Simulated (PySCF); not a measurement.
## Reproducing measurements on t-crotononitrile

**What was measured.**

From NIST CCCBDB Release 22 (SRD 101), experimental dipoles, for the gas: dipole moment (dielectric constant and refractivity) 4.5 D.

The runs below try to reproduce these values; the comparison stands at the end.

Species: t-crotononitrile, C₄H₅N.
Atom-mapped SMILES: `[CH3:1]/[CH:2]=[CH:3]/[C:4]#[N:5]` (hydrogens: H6, H7, H8 on C1; H9 on C2; H10 on C3)

Structure used (GFN2-xTB), in Å, numbered top down from 1:
```xyz
10
C4H5N angstrom
C     -1.3635    0.0575    0.7035
C     -0.1499   -0.4007   -0.0194
C      0.8673    0.3933   -0.3525
C      2.0040   -0.0757   -1.0369
N      2.9356   -0.4474   -1.5935
H     -2.2514   -0.1480    0.1056
H     -1.3195    1.1221    0.9209
H     -1.4679   -0.4934    1.6384
H     -0.1153   -1.4519   -0.2775
H      0.8695    1.4490   -0.1111
```

Runs made with PySCF (gas phase, on this GFN2-xTB geometry; no spin–orbit coupling):

```csv
level,job,basis functions,wall time
PBE0/pcSseg-1,"shieldings, charges and field gradients",110,8.4 s
B3LYP/pcJ-1,"spin–spin couplings from 10 perturbed nuclei, spin–dipole term for 1 of them",185,25 s
```

Hardware: Arm Neoverse V1, one thread (shared host).

**Comparison with experiment**

**Dipole moment.** Measured: 4.5 D (NIST CCCBDB Release 22 (SRD 101), experimental dipoles).

```tsv
level	computed (D)	computed − measured (D)	% (from the printed values)
PBE0/pcSseg-1	4.75	+0.25	+6
B3LYP/pcJ-1	4.71	+0.21	+5
```

Closest is B3LYP/pcJ-1 (+0.21 D), furthest PBE0/pcSseg-1 (+0.25 D); one molecule doesn't rank methods. The computed dipoles belong to one fixed geometry; measured ones are averaged over vibrations unless marked μe. Magnitudes are compared, not signs.

No measured geometry was used, and the causes of the misses weren't examined.
